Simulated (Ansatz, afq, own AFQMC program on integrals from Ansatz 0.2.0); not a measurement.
# Atomization energy of NH2O, doublet

```xyz
4

N     0.0000   -0.1761    0.6983
O     0.0000    0.1508   -0.6152
H     0.0000    0.7521    1.1353
H     0.0000   -0.6981   -1.0731
```

Connectivity, by distances: NH–OH.

Atoms in their ground-state spins without spin–orbit coupling (mostly on UHF) minus the molecule (UHF), without zero-point energy. The geometry is a stationary point, not shown to be a minimum.

Basis cc-pVDZ. Only valence electrons are correlated. AFQMC by an in-house program on the Cholesky factors that Ansatz 0.2.0 writes for its CCSD(T) run. ph-AFQMC/CISD is guided by a CISD state made of CCSD amplitudes; releasing the constraint for a short imaginary time cuts its bias at the price of noise, slowly where states lie close. Free projection: walkers drawn from exp(T), propagated without any constraint. Its projection time is finite, and what remains of the start isn't in its error. Error bars are statistical, one sigma. The errors of all members are added in quadrature.

No full CI on the walks' own integrals is used here. The released AFQMC energy serves as the reference, which it does only where one determinant dominates, the energy is flat over the last release times and near the phaseless one (40 meV or 2 meV an electron, half that with transition metals). On small molecules, where full CI could be run and the noise was under 10 meV, such values lay within 10 meV of it in 19 cases of 20, a flattering rate, since the rule was set on those same cases; what remains of the bias isn't in the error bar. Each member takes its own surest rung, up to full CI.

The best estimate is CCSD(T) at the basis-set limit (CBS: def2-TZVPP and def2-QZVPP, with their diffuse functions for anions and beside diffuse sets, CCSD(T) itself extrapolated) plus the step from CCSD(T) to AFQMC with the constraint released in cc-pVDZ. Rows without CBS are in cc-pVDZ, the functionals in def2-TZVP; B2PLYP and the wave-function rows carry a basis error of their own. Core correlation and relativity beyond core potentials are missing, and ± holds the sampling alone.

Cautions: NH₂O (doublet): the released value is read at 1.62 1/Eh with a noise of 20 meV, more than in the cases checked, later times being too noisy (meV from the phaseless value at times in 1/Eh: -22 ± 15 at 0.24, -47 ± 16 at 0.51, -42 ± 16 at 0.99, -30 ± 20 at 1.62, -42 ± 37 at 2.40); other spins of the molecule weren't checked.

Best estimate: 1119.2 ± 2.0 kJ/mol.

```tsv
level	atomization energy (kJ/mol)	error against the best estimate (kJ/mol)
HF	566.0	-553.2 ± 2.0
MP2	981.1	-138.1 ± 2.0
CCSD	956.8	-162.4 ± 2.0
CCSD(T)	975.0	-144.2 ± 2.0
ph-AFQMC/CISD	973.8 ± 1.1	-145.4 ± 2.3
released AFQMC	976.4 ± 2.0	-142.8
free AFQMC	974.7 ± 2.4	-144.5 ± 3.1
HF/CBS	601.1	-518.0 ± 2.0
MP2/CBS	1131.9	12.7 ± 2.0
CCSD(T)/CBS	1117.6	-1.6 ± 2.0
PBE	1189.0	69.8 ± 2.0
r2SCAN	1122.2	3.0 ± 2.0
PBE0	1118.8	-0.4 ± 2.0
B3LYP	1132.0	12.8 ± 2.0
wB97M-V	1126.4	7.2 ± 2.0
B2PLYP	1102.8	-16.4 ± 2.0
```

Correlation beyond CCSD(T) changes it by less than twice the noise. Going to the basis-set limit adds 142.6 kJ/mol at CCSD(T). The perturbative (T) step is worth +18.3 kJ/mol. The functionals spread over 86.2 kJ/mol; PBE0 and r2SCAN come nearest and PBE is 69.8 kJ/mol too high.

Best estimates are given only where the step beyond CCSD(T) is under 0.3 eV and no member's determinant is very poor (T1 over 0.05, or 0.07 for open shells, ⟨S²⟩ too high by 0.3, two states mixed), so the hardest cases are missing from such tables.

The functionals ran in a triple-zeta set and keep a basis error of their own, a few kJ/mol for each bond in atomization energies and more for double hybrids, so close places among them and the extrapolated levels can swap.

Free projections are given only where their last times agree within the noise and don't stop above the reference; a slow remainder of the start can still hide under it. Each member of a difference takes its own highest rung, so a best estimate needn't equal the limit plus the step of one row. A walk keeps the symmetry of its determinant, which the program's search chose and which needn't be the lowest solution, so a lower state of the same spin and another symmetry isn't excluded. Released energies are given only where the last usable release times agree within the noise; a slower fall can still hide under it.
